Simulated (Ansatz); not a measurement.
Calculated with Ansatz (gas phase, PBE0-D4/def2-TZVP geometries, no zero-point term in ΔE). CBS: MP2 limit from def2 TZ/QZ plus the TZ coupled-cluster correction, frozen cores. Functionals use def2-TZVPP. Each species was taken in one conformer, which may not be the lowest.

`N=C1CO1` → `OC1=CN1`  (isomerisation)

```json
{"level": "r2SCAN0-D4", "ΔE (kJ/mol)": "181.9"}
{"level": "ωB97M-V", "ΔE (kJ/mol)": "176.3"}
{"level": "r2SCAN", "ΔE (kJ/mol)": "184.4"}
{"level": "PBE0", "ΔE (kJ/mol)": "177.8"}
{"level": "LC-ωPBE", "ΔE (kJ/mol)": "182.0"}
{"level": "MP2/def2-SVP", "ΔE (kJ/mol)": "183.2"}
{"level": "CCSD/def2-SVP", "ΔE (kJ/mol)": "183.7"}
{"level": "SCS-MP2/def2-QZVPP", "ΔE (kJ/mol)": "176.8"}
```

Q: What does CCSD(T)/CBS give? (An estimate is asked.)

A: Ansatz gave: +171.4 kJ/mol. The listed levels differ from it by 10.5, 4.9, 13.0, 6.4, 10.6, 11.8, 12.3, 5.4 kJ/mol.

Largest T1 diagnostic among the species: 0.015.

At CCSD(T), def2-SVP lies +11.8 kJ/mol from the extrapolated value and def2-TZVPP +6.2 kJ/mol. In def2-TZVPP, CCSD(T) changes the Hartree–Fock value by −13.8 kJ/mol (the triples alone add −1.6 kJ/mol) and MP2 by −14.6 kJ/mol.
